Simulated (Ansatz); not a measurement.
Reaction (SMILES): [CH3] (CH3) -> [CH3-] (an electron is taken up)
Each molecule is optimised on its own at B3LYP-D3(BJ)/def2-TZVP (Ansatz, a first-principles code).

Wanted: adiabatic electron affinity (electronic energy difference), positive where the reaction releases energy, in eV. Valence correlation only, unless marked. Open shells are spin-unrestricted. No spin-orbit coupling. Non-relativistic. Anions need diffuse functions: aug- sets have them; def2-D sets add few; the other sets have none. Basis-set limits of correlation are two-point, X^-3; Hartree-Fock from the larger set.

```csv
level,program,adiabatic electron affinity (eV)
PBE0/6-31G*,Ansatz,-1.39
```

Task: Estimate the value at CCSD(T)/CBS(aug-cc-pVTZ,aug-cc-pVQZ) as computed with Ansatz.

Result: 0.01 eV
